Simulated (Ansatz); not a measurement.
System: 1T (CdI2-type) PtSe2. Method: PBE-D4 (plane waves, PAW; Ansatz, a first-principles code).

Numerical settings: plane-wave cutoff 500 eV, 12×12×8 k mesh (along the axes of the cell as run), Fermi–Dirac smearing 0.05 eV, scalar-relativistic PAW data made under PBE.

Computed at the level's own relaxed cell.

What does this level give for the volume per atom, lattice parameter a and c axis length?


- volume per atom: 19.82 Å³/atom
- lattice parameter a: 3.773 Å
- c axis length: 4.824 Å

Measured, for comparison: lattice constant a 3.727 Å (temperature not stated, no zero-point or thermal correction; as tabulated in Björkman (2014), arXiv:1406.2436); lattice parameter c 5.074 Å (temperature not stated, zero-point anharmonic expansion removed (computed with revB86b-DF2); no thermal correction; as tabulated in Björkman (2014), arXiv:1406.2436). Computed (rounded) less measured: lattice constant a +1.2 %, lattice parameter c -4.9 %.

Spin–orbit coupling is not included.

Static lattice: no zero-point or thermal effects.

Computing time: very roughly 2.4 core-minutes.
